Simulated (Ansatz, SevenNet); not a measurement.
How the lattice parameter a of 1T (CdI2-type) TiTe2 moves with the method

No measured value is used here.

```
level (code)           value (Å)
---------------------  ---------
SevenNet-0 (SevenNet)      3.738
LDA (Ansatz)               3.667
PBE (Ansatz)               3.765
rVV10 (Ansatz)             3.827
r²SCAN (Ansatz)            3.802
HSE06 (Ansatz)             3.784
PBE0 (Ansatz)              3.785
```

LDA, PBE, r²SCAN, HSE06, PBE0: the cell comes from a level without a dispersion term, which matters for the spacing of layers, chains or molecules. Cutoffs and k meshes differ between the levels. Ansatz's density-functional and Hartree–Fock values are scalar-relativistic unless marked +SOC, with PAW data made under PBE.

Machine-learned potentials (SevenNet-0) are trained on DFT data, which may include these solids.

Ansatz is a first-principles code.
